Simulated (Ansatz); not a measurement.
Results of PBE0-D3(BJ) (Ansatz, an electronic-structure program, PAW) for hcp Os.

Numerical settings: plane-wave cutoff 460 eV, 12×12×6 k mesh (along the axes of the cell as run), Fermi–Dirac smearing 0.05 eV, no spin polarisation, scalar-relativistic PAW data made under PBE.

Computed at the level's own relaxed cell.

Task: What does this level give for the lattice parameter a and lattice parameter c?

Result: 
- lattice parameter a = 2.704 Å
- lattice parameter c = 4.277 Å

Measured, for comparison: lattice constant a 2.734 Å (293 K, no zero-point or thermal correction, our sources range from 2.734 to 2.740; as tabulated in Wikipedia's data pages); lattice parameter c 4.320 Å (293 K, no zero-point or thermal correction; as tabulated in Wikipedia's data pages). Computed (rounded) less measured: lattice constant a -1.1 % (-1.1 % to -1.3 % over the range), lattice parameter c -1.0 %. A static lattice is as a rule a little smaller and stiffer than an uncorrected measurement, which narrows the difference in the lattice constant a, lattice parameter c and would widen misses of the other sign.

Spin–orbit coupling is not included.

Static lattice: no zero-point or thermal effects.
